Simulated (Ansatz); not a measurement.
Born–Oppenheimer molecular dynamics of CH6BF (9 atoms, charge 0, multiplicity 1). It starts at the highest image of a converged band. Of that band: Neighbouring images differ by up to 1.4 eV, so the band resolves the path poorly. A vibrational analysis at the climbing image gives one clearly imaginary mode, 794i cm⁻¹: a first-order saddle point.

Theory: Ansatz 0.2.0, RKS PBE-D4/def2-SVP.

```
ensemble                      : NVE (velocity Verlet)
time step                     : 0.5 fs
steps asked                   : 200
starting velocities drawn for : 300 K
seed                          : 3847
```

First frame:

```xyz
9
Properties=species:S:1:pos:R:3
B -0.013 -0.357 -0.038
H 0.254 0.487 0.957
H 1.022 -0.607 -0.622
C -1.370 -0.039 -0.761
H -1.645 -0.867 -1.449
H -2.221 0.140 -0.075
H -1.249 0.866 -1.396
F -0.213 -1.548 1.151
H 0.066 -0.479 1.432
```

Problem. How far do the bonds stretch over the last three quarters of this one trajectory? (Pairs bonded in most of those frames.)

Solution. 
```
 bond  mean (Å)  spread (Å)  shortest  longest
B1–H2     1.238       0.019      1.21     1.29
B1–H3     1.222       0.025      1.18     1.26
B1–C4     1.568       0.048      1.49     1.65
C4–H5     1.112       0.026      1.07     1.15
C4–H6     1.110       0.013      1.09     1.13
C4–H7     1.118       0.014      1.09     1.14
F8–H9     0.953       0.029      0.92     1.04
```

Pairs bonded in part of these frames only: B1–F8 6 %.

Mean temperature of the second half: 219 K. The conserved energy stayed within 0.14 meV per atom of its start (net change 0.058 meV per atom), so the integration is sound. A run of 0.1 ps of so small a system gives no equilibrium averages. The orbitals stay closed-shell, which can raise the energy where a bond breaks towards radicals; this wasn't checked here.

Run time: 3.4 min on 1 thread of Intel(R) Xeon(R) 6975P-C (Granite Rapids), on a shared host, peak memory 0.14 GiB.
